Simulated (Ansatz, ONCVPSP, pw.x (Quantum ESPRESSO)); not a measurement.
pw.x on bcc Mo: one setting changed

Potential: optimised norm-conserving Vanderbilt (ONCV), ONCVPSP 4.0.1.1 (patched build), PBE; core [Ar] 3d10, reference 4s2 4p6 4d5 5s0.75 5p0.25; waves: 4s+5s: rc 1.95 bohr, ncon 4, nbas 7, qcut 7.2 1/bohr, 2 projectors; 4p+5p: rc 2.15 bohr, ncon 3, nbas 6, qcut 5.3 1/bohr, 2 projectors; 4d: rc 2.45 bohr, ncon 4, nbas 9, qcut 5.4 1/bohr, 2 projectors, debl 3.9 Ha; local part: polynomial inside 1.45 bohr (lpopt 5, dvloc0 0 Ha); core correction: Teter function fitted to the true core (icmod 2), fcfact 0.42.

The reference run (k-mesh 15³, cutoffs 50/200 Ry, Fermi–Dirac 0.01 Ry, mixing_beta 0.4, conv_thr 1e-9, no spin) gives 2.37 GPa at 15.802 Å³/atom, where all-electron LAPW gives -0.00 GPa. This run, with its own iteration cap, changes conv_thr to 0.0001.

```
&control
  calculation='scf', prefix='x', pseudo_dir='./', outdir='./tmp', tstress=.true., disk_io='none'
/
&system
  ibrav=0, nat=1, ntyp=1, ecutwfc=50, ecutrho=200, nbnd=15,
  occupations='smearing', smearing='fd', degauss=0.01
/
&electrons
  conv_thr=0.0001, mixing_beta=0.4, electron_maxstep=70
/
ATOMIC_SPECIES
Mo 1.0 Mo.UPF
CELL_PARAMETERS angstrom
  -1.58082582 1.58082582 1.58082582
  1.58082582 -1.58082582 1.58082582
  1.58082582 1.58082582 -1.58082582
ATOMIC_POSITIONS crystal
Mo 0.0000 0.0000 0.0000
K_POINTS automatic
15 15 15 0 0 0
```

```bash
pw.x < Mo.scf.in > Mo.scf.out
```

How does the run end?

It converges in 4 iterations; the free energy moves by +0.2 meV/atom and the pressure by -3.94 GPa.

```
Message from routine setup:
     using ibrav=0 with symmetry is DISCOURAGED, use correct ibrav instead
     lattice parameter (alat)  =       5.1742  a.u.
     unit-cell volume          =     106.6372 (a.u.)^3
     number of electrons       =        14.00
     number of Kohn-Sham states=           15
     kinetic-energy cutoff     =      50.0000  Ry
     charge density cutoff     =     200.0000  Ry
     scf convergence threshold =      1.0E-04
     Exchange-correlation= PBE
     number of k points=   120  Fermi-Dirac smearing, width (Ry)=  0.0100
     iteration #  1     ecut=    50.00 Ry     beta= 0.40
     total energy              =    -155.08644456 Ry
     estimated scf accuracy    <       0.13499025 Ry
     iteration #  2     ecut=    50.00 Ry     beta= 0.40
     total energy              =    -155.09054943 Ry
     estimated scf accuracy    <       0.01658126 Ry
     iteration #  3     ecut=    50.00 Ry     beta= 0.40
     total energy              =    -155.09247541 Ry
     estimated scf accuracy    <       0.00105230 Ry
     iteration #  4     ecut=    50.00 Ry     beta= 0.40
     the Fermi energy is    21.2327 ev
!    total energy              =    -155.09253104 Ry
     estimated scf accuracy    <       0.00003773 Ry
     smearing contrib. (-TS)   =      -0.00299287 Ry
     The total energy is F=E-TS. E is the sum of the following terms:
     one-electron contribution =     -16.97398513 Ry
     hartree contribution      =      17.60660585 Ry
     xc contribution           =     -36.33624072 Ry
     ewald contribution        =    -119.38591817 Ry
     convergence has been achieved in   4 iterations
          total   stress  (Ry/bohr**3)                   (kbar)     P=      -15.78
     Message from routine punch:
     Nothing written, as per user request (disk_io='none')
```

The run took about 12 s on one core of a shared host (Intel(R) Xeon(R) Platinum 8259CL CPU @ 2.50GHz, 48 threads, 187 GiB, load 56).
